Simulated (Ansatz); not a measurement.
Compare A (`C=COC(=C)N`) with its isomer B (`C/C=N/C(C)=O`).

Gas-phase electronic energies from Ansatz, PBE0-D4/def2-TZVP geometries. CBS: MP2 limit from def2 TZ/QZ plus the TZ coupled-cluster correction, frozen cores. DFT in def2-TZVPP. One conformer a species, not always the lowest.

(1) Which isomer does CCSD(T)/CBS put lower? Give the gap. (Best estimate.)

(2) Give E(B) − E(A) in kJ/mol with r2SCAN-D4, PBE-D4, B2PLYP, ωB97M-V, PBE0-D4, CCSD(T)/def2-TZVPP, CCSD/def2-TZVPP. (An estimate is asked.)

Largest T1 diagnostic: 0.015.

## Answers

(1) The calculation gave: B, by 111.7 kJ/mol.

(2) Computed: r2SCAN-D4 -112.7, PBE-D4 -112.1, B2PLYP -117.1, ωB97M-V -111.5, PBE0-D4 -111.6, CCSD(T)/def2-TZVPP -116.7, CCSD/def2-TZVPP -116.7. None reverses the order clearly.

In def2-TZVPP, CCSD(T) changes the Hartree–Fock value by +9.6 kJ/mol (the triples alone add −0.1 kJ/mol) and MP2 by +7.2 kJ/mol.
